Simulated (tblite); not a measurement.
Input of a run (GFN2-xTB geometry optimisation, gas phase (tblite 0.8.0)), started from a force field or distance geometry:
```
{"job": {"kind": "relax", "xc": "GFN2-xTB", "basis": "xTB"}, "charge": 0, "multiplicity": 2}
N      1.919700    -0.354300     0.750600
C      0.851400    -0.002600    -0.208400
C     -0.565200    -0.023600     0.220200
Cl    -1.218000     1.617900    -0.023000
Cl    -1.422200    -1.191300    -0.795500
H      1.122000     0.263000    -1.232800
H     -0.684300    -0.304100     1.261900
```

Output (eV, eV/Å):
```
step      E/eV     max force
  0    -466.58305    9.241
  1    -468.14548    1.277
  2    -468.17513    0.848
  3    -468.17947    1.095
  4    -468.18800    0.200
  5    -468.18883    0.134
  6    -468.18968    0.050
  7    -468.18986    0.046
  8    -468.19038    0.043
  9    -468.19050    0.041
 10    -468.19068    0.037
 11    -468.19083    0.041
 12    -468.19096    0.034
 13    -468.19101    0.016
 14    -468.19102    0.007
```

**Question.** Summarise the run.

**Answer.** The energy falls by 37.1 kcal/mol over 14 L-BFGS steps, the largest force on an atom goes from 9.24 to 0.007 eV/Å, and the atoms move by 0.076 Å rms after alignment. The bond that changes most is N1=C2 (ends: nitrogen bonded to C; carbon bonded to C, N and H), which shortens by 0.263 Å. Bonds longer at the end by more than 0.005 Å: 2 of 6; shorter: 2. Among the angles that change most is C3–C2–H6, from 120.8° to 111.9°. The energy never rose by more than 1e-5 eV on the way. The first step brought 97 % of the lowering.

**Question.** What are the final bond lengths?

**Answer.** N1=C2 1.215 Å, C2–C3 1.528 Å, C3–Cl4 1.773 Å, C3–Cl5 1.773 Å, C2–H6 1.097 Å, C3–H7 1.092 Å. Numbering counts from 1 in the input's order; the species is `[N]=CC(Cl)Cl` [radical].

The run took under 0.1 s of wall time on an Arm Neoverse N1 with one thread, shared host with 48 logical CPUs at a one-minute load of 18.

Its GFN2-xTB frequencies are all real (lowest 65 cm⁻¹). 2 starts were optimised and ended at 0.00 and 2.17 kcal/mol (GFN2-xTB); the lowest of these is shown.

The values belong to the conformer `[N:1]=[CH:2][CH:3]([Cl:4])[Cl:5]`: N1–C2–C3–Cl4 120°.

All values are computed, not measured.
